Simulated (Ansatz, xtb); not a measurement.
# C5H11Cl: which of two isomers lies lower

Structure a: `CC(C)[C@H](C)Cl`, a singlet. Structure b: `CCC(C)(C)Cl`, a singlet. Both are isolated molecules in the gas phase, relaxed with PBE-D3(BJ)/def2-SVP; each stands in its lowest conformer found.

Energies in hartree; the thermal terms are from GFN2-xTB frequencies at re-optimised GFN2-xTB minima (ideal gas, soft modes damped towards free rotors, one conformer each, 298.15 K, 1 atm) and include the zero-point energy:

|  | a | b |
| --- | --- | --- |
| E, CCSD(T)/def2-SVP | −655.937847 | −655.941068 |
| E, MP2/def2-SVP | −655.831149 | −655.834633 |
| E, MP2/def2-TZVPP | −656.412668 | −656.415918 |
| zero-point energy | 0.149146 | 0.148877 |
| H(298 K) − E | 0.158127 | 0.157902 |
| G(298 K) − E | 0.117056 | 0.117027 |

Task: Correct the CCSD(T) difference for the basis set by the MP2 change, then work out ΔE, ΔE₀, ΔH and ΔG for a → b in kJ/mol (1 Eh = 2625.50 kJ/mol) and the equilibrium ratio [b]/[a].

Result: 1. Differences b − a: CCSD(T) −0.003221, MP2 in the small set −0.003484, MP2 in the large set −0.003250 Eh.
2. ΔE = −0.003221 + (−0.003250 − (−0.003484)) = −0.002987 Eh = −7.84 kJ/mol.
3. ΔE₀ = ΔE + ΔZPE = −0.002987 + (−0.000269) Eh = −8.55 kJ/mol.
4. ΔH = ΔE + (−0.000225) Eh = −8.43 kJ/mol.
5. ΔG = ΔE + (−0.000029) Eh = −7.92 kJ/mol, so ΔS = (ΔH − ΔG)/T = −1.7 J/(mol K).
6. kT = 0.9442 mEh, so K = [b]/[a] = exp(−ΔG/kT) = exp(+3.19) ≈ 24.

Structure b is favoured at this temperature. An error of 4 kJ/mol in ΔG would change K by a factor of 5. Mirror images and further conformers aren't counted.

As drawn, both hold the same kinds of bond in the same numbers.

Other levels gave ΔE = −10.0 (GFN2-xTB); −5.1 (HF/STO-3G, GFN2-xTB geometries); −8.4 (r2SCAN-D4/def2-SVP, GFN2-xTB geometries); −6.1 (PBE-D3(BJ)/def2-SVP); −6.1 (HF/def2-SVP); −9.1 (MP2/def2-SVP); −8.5 (CCSD(T)/def2-SVP) kJ/mol. The correlated steps freeze 10 core orbitals. Programs: Ansatz 0.2.0, xtb 6.7.1.
